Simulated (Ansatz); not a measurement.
**Relaxing Y2As**

The calculation used DFT PBE, scalar-relativistic, plane waves, PAW in Ansatz 0.2.0. Cutoff 420 eV, Γ-centred k mesh, Gaussian smearing, no spin polarisation in the final step.

The start puts Y2As on the fluorite structure type (Fm-3m, No. 225), with As in place of Ca, Y in place of F, at a guessed volume.

```
CELL_PARAMETERS angstrom
0.00000 3.31204 3.31204
3.31204 0.00000 3.31204
3.31204 3.31204 0.00000
ATOMIC_POSITIONS crystal
Y 0.25000 0.25000 0.25000
Y 0.75000 0.75000 0.75000
As 0.00000 0.00000 0.00000
```

Cell and atoms relax at zero pressure; the relaxation can't lower the symmetry of the start. After a coarse first stage the cell is made exact in the group found at 0.06 Å.

Energies over the elements count from the elements' standard structures at the same level, with no empirical corrections.

**Question.** Describe the relaxed structure.

**Answer.** It keeps Fm-3m (No. 225). The result has the fluorite structure. Conventional cell: a = 6.822 Å. Y is coordinated by 4 As at 2.95 Å and 6 Y at 3.41 Å; As is coordinated by 8 Y at 2.95 Å.

```
Y As
1.0
     0.00000    3.41113    3.41113
     3.41113    0.00000    3.41113
     3.41113    3.41113    0.00000
Y As
2 1
Cartesian
  1.7056 1.7056 1.7056
  5.1167 5.1167 5.1167
  0.0000 0.0000 0.0000
```

**Question.** What are its volume, energy, density and gap?

**Answer.** The volume per atom is 26.46 Å³ and the density is 5.29 g/cm³. The energy over the elements is -0.80 eV/atom and the gap on the 12×12×12 mesh is 0 eV (a metal).

The final run used a 12×12×12 mesh on its 3-atom cell and 0.10 eV smearing. The k mesh leaves about 4 meV/atom of noise in metals. Symmetry constrained the relaxation, so the result can be a saddle point.

Cost: 3 runs of about 0.62 core-minutes in all, on Intel Xeon Platinum 8259CL (Skylake/Cascade Lake) (shared hosts).